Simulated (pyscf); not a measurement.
`[BH]=[NH]` + `[CH4]` → `[BH2][NH][CH3]`, an addition across a multiple bond or ene-type step (singlet surface; C–H broken, B–H, C–N formed). Optimised with ωB97X-D3(BJ)/def2-SVP in PySCF. Correlated levels are frozen-core, on RHF or UHF. ΔMP2 is the change of the MP2 total energy from the triple- to the quadruple-zeta basis. Energies in kcal/mol from the separated reactants.

Small-basis levels: PySCF, no dispersion term, spherical d functions. AM1 to PM7: differences of heats of formation from MOPAC, which are fitted to 298 K values and so differ in kind from electronic energies by zero-point and thermal terms. Cost: rough CPU time at the saddle relative to B3LYP/6-31G*, from one job on a shared machine.

```
level                             barrier  reaction energy        cost
--------------------------------  -------  ---------------  ----------
HF/3-21G                            126.4            -14.5        0.05
HF/6-31G*                           123.2            -18.7        0.07
MP2/6-31G*                          107.7            -14.3        0.08
BP86/6-31G*                          84.1            -18.5           1
PBE/6-31G*                           83.2            -20.5           1
B3LYP/3-21G                          96.5            -13.9         0.7
B3LYP/6-311+G**                      93.8            -12.5           2
PBE/def2-SVP                         83.4            -18.8           2
B3LYP/def2-SVP                       94.4            -16.2           1
AM1                                 118.4            -15.9  under 0.02
PM3                                 115.9             -0.7  under 0.02
PM6                                 112.3            -12.1  under 0.02
CCSD(T)/def2-TZVPP + ΔMP2(QZVPP)     92.5            -14.5           –
```

Against the last row the barrier runs from -9.4 (PBE/6-31G*) to +33.9 kcal/mol (HF/3-21G). CCSD(T)/def2-TZVPP + ΔMP2(QZVPP) has limits of its own. On the product side the descent ends in a point that may be a rotor saddle (no frequency run), 1.5 kcal/mol over the lowest minimum found and 116.5 kcal/mol under the saddle at ωB97X-D3(BJ)/def2-TZVP. At ωB97X-D3(BJ)/def2-TZVP the barrier from the zero used here is 100.0 kcal/mol. From the product side, [H₂B–NH]• + CH₃• lies, by one bond made or cut, 12.3 kcal/mol under this saddle at ωB97M-D3(BJ)/def2-TZVP. The same reactants have a lower exit, to H₃C–BH–NH₂ (barrier +47.7 kcal/mol at ωB97M-D3(BJ)/def2-TZVP, against +98.5 kcal/mol here). H₂B–NH–CH₃ lies 17.9 kcal/mol over its isomer H₃C–BH–NH₂ (electronic energy, ωB97M-D3(BJ)/def2-TZVP). One saddle was located; it need not be the lowest between these sides. A restricted solution here is unstable towards spin polarisation, so biradical character is likely and single-reference numbers are less safe. The CCSD(T) − MP2 part came from Ansatz, without density fitting, on the same reference. The largest closed-shell T1 diagnostic is 0.046, which may signal static correlation.
